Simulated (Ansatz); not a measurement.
Basis-set series for `[NH][SiH2]N` radical. The species carries charge 0 and has multiplicity 2. Geometry: relaxed with PBE0-D4/def2-TZVP. It is one conformer, not always the lowest.

| functional | basis | functions | energy (Eh) | HOMO (eV) | LUMO (eV) |
| --- | --- | --- | --- | --- | --- |
| PBE0-D4 | def2-TZVPP | 174 | -401.79063 | -7.60 | -3.09 |
| PBE0-D4 | def2-QZVPP | 334 | -401.80811 | -7.66 | -3.17 |
| ωB97M-V | def2-TZVPP | 174 | -401.96919 | -9.98 | -1.04 |
| ωB97M-V | def2-QZVPP | 334 | -401.98552 | -10.03 | -1.14 |

Question: Give the rows for def2-SVP. (An estimate is asked.)

Answer: Ansatz gave: 
```
functional     basis  functions  energy (Eh)  HOMO (eV)  LUMO (eV)
   PBE0-D4  def2-SVP         71   -401.54389      -7.30      -2.76
   ωB97M-V  def2-SVP         71   -401.71613      -9.64      -0.61
```

HOMO and LUMO are taken over both spins.
